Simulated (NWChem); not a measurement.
# Correlation energy of FLi

```
F
Li 1 1.5290
```
Charge 0, spin multiplicity 1.

Program: NWChem. Structure: optimised with B3LYP/def2-SVP, a minimum by its harmonic frequencies.

Basis set: cc-pVQZ. Each correlation energy counts from its own Hartree-Fock reference.

The correlated methods keep 1 core orbital frozen. The structure started from a generated list of species. No row is a measurement; the coupled-cluster row has its own basis-set and correlation limits.

Problem. Order these methods by the correlation energy they give, lowest first: CCSD+T(CCSD), SCS-MP2, CR-CCSD(T), MP2, CCSD.

Solution. CCSD+T(CCSD) (-329.7 mHa), CR-CCSD(T) (-327.8 mHa), MP2 (-321.5 mHa), CCSD (-319.6 mHa), SCS-MP2 (-317.8 mHa)
